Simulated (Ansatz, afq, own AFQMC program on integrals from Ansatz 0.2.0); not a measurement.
# V, quartet: AFQMC among the cluster methods

A free V atom.

Basis def2-SVP. Noble-gas cores (and the filled d shells of Ga–Kr and In–Xe) are frozen. Ansatz 0.2.0 and our own AFQMC program on the same integrals; the CISD trial comes from CCSD amplitudes, and released means the phaseless constraint is let go. Error bars are statistical, one sigma. The metal's outer-core s and p shells are frozen, which shifts wave-function levels against functionals.

Determinant: UHF, the one that the program's search chose, which needn't be the lowest solution.

Full CI on the same integrals is exact in this basis and with this determinant's frozen core.

Cautions: no relativity below Rb; outer-core shells of the metal frozen; the ph-AFQMC/CISD walk drifts between its halves (2.0 errors); CCSDTQ on the ROHF determinant differs (85 meV higher), by its state or its frozen core.

The T1 diagnostic is 0.0216. The weight of the determinant in the CISD state is 0.926 and the ⟨S²⟩ of the determinant is 3.763. The size of the correlated space is 5 electrons in 22 orbitals.

| level | correlation energy (eV) |
| --- | --- |
| MP2 | -1.0227 |
| CCSD | -1.4130 |
| CCSD(T) | -1.4418 |

Task: Estimate where full CI lies against CCSD(T) on the same integrals.

Result: 13.9 meV below CCSD(T).

Reference: full CI, correlation energy -1.456 eV. The released energy is read at 2.40 1/Eh (meV from the phaseless value at times in 1/Eh: -5 ± 5 at 0.24, -7 ± 6 at 0.51, -10 ± 7 at 0.99, -10 ± 6 at 1.62, -6 ± 7 at 2.40).

```
         level  E − E(reference) (meV)  share of correlation (%)
       CCSD(T)                    13.9                     99.04
         CCSDT                     1.0                     99.93
      CCSDT(Q)                     0.2                     99.99
        CCSDTQ                    -0.1                    100.01
 ph-AFQMC/CISD              12.4 ± 3.2                     99.15
released AFQMC               6.5 ± 6.9                     99.56
```

CCSDT and higher add their correlation energy to the determinant of the CCSD(T) run, since their own runs factorise the integrals more tightly (a shift of under 2 meV). Released energies are given only where the last usable release times agree within the noise; a slower fall can still hide under it.
